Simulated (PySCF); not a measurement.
Splitting trees

Structure with atom numbers: `[CH3:1][CH2:2][C:3]([CH3:4])([CH3:5])[CH3:6]`; H(Xn) means a hydrogen on atom n.

Level of theory: GIAO B3LYP/pcSseg-1 shieldings, geometry: PBE0-D3(BJ)/def2-SVP, spin–spin couplings from B3LYP/pcJ-1 (without the spin–dipole term), in PySCF 2.14.0 with density-fitted response routines (one conformer, non-relativistic, no solvent model, averaged over atoms made equivalent by symmetry, fast rotation or ring inversion).

Scale: ¹³C and ¹H against TMS (reference shieldings calculated alike).

Spectrometer: 400 MHz for ¹H. First-order analysis; couplings under 1 Hz (under 4 Hz in carbon signals) are ignored, and nearly equal couplings are merged; the smaller ones broaden or split the lines further.

(1) What pattern does C1 show in the proton-coupled ¹³C spectrum?

(2) What pattern does H(C1) show (¹H)?

(3) What pattern does H(C2) show (¹H)?

Results:

(1) A quartet at δ 11.0: 131.2 Hz to H(C1) (3 × ¹H, 1 bond away). Lines in Hz from the centre (relative intensity): +196.8 (1), +65.6 (3), -65.6 (3), -196.8 (1). The outer lines are 393.6 Hz apart, the sum of the couplings kept, or 3.913 ppm at this field.

(2) A triplet at δ 0.95: 8.5 Hz to H(C2) (2 × ¹H, 3 bonds away). Lines in Hz from the centre (relative intensity): +8.5 (1), +0.0 (2), -8.5 (1). The outer lines are 17.0 Hz apart, the sum of the couplings kept, or 0.043 ppm at this field.

(3) A quartet at δ 1.12: 8.5 Hz to H(C1) (3 × ¹H, 3 bonds away). Lines in Hz from the centre (relative intensity): +12.8 (1), +4.2 (3), -4.2 (3), -12.8 (1). The outer lines are 25.5 Hz apart, the sum of the couplings kept, or 0.064 ppm at this field.

Unscaled 3J(H,H) at this level run about 10 % above measured values.
